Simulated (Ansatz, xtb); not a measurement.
C5H7F: 3 structures ranked

3 gas-phase structures of C5H7F, from a drawn sample of its isomers (lower ones may exist). Each was relaxed with GFN2-xTB; where two conformers were screened, the lower at r2SCAN-D4/def2-SVP is listed:

A. `C=CC1(F)CC1`, a singlet
B. `C=C[C@@H]1C[C@@H]1F`, a singlet
C. `C=C[C@@H]1C[C@H]1F`, a singlet

Problem. Which do you expect lowest at r2SCAN-D4/def2-SVP, and how would the others follow?

Solution. Calculated order at r2SCAN-D4/def2-SVP: A (0.0), B (3.1), C (3.4) kcal/mol. Less than 1 kcal/mol parts B and C, so the order within that pair means little.

Energies above the lowest of each column, in kcal/mol; the last columns are at B3LYP-D3(BJ)/def2-SVP geometries:

```
structure  GFN2-xTB  HF/STO-3G  r2SCAN-D4/def2-SVP  B3LYP-D3(BJ)/def2-SVP  CCSD(T)/def2-SVP + ΔMP2/def2-TZVPP
        A       0.0        0.0                 0.0                    0.0                                 0.0
        B       0.9        1.4                 3.1                    2.5                                 2.6
        C       0.0        1.2                 3.4                    2.6                                 2.3
```

Every level run on A puts it lowest or level with the lowest. CCSD(T)/def2-SVP + ΔMP2/def2-TZVPP orders those it was run on as A (0.0), C (2.3), B (2.6) kcal/mol. Less than 1 kcal/mol parts C and B, so the order within that pair means little. Flexible structures stand in one conformer each, not always the lowest. ΔMP2 is the change of the MP2 energy from the smaller to the larger basis.

Programs: Ansatz 0.2.0, xtb 6.7.1.
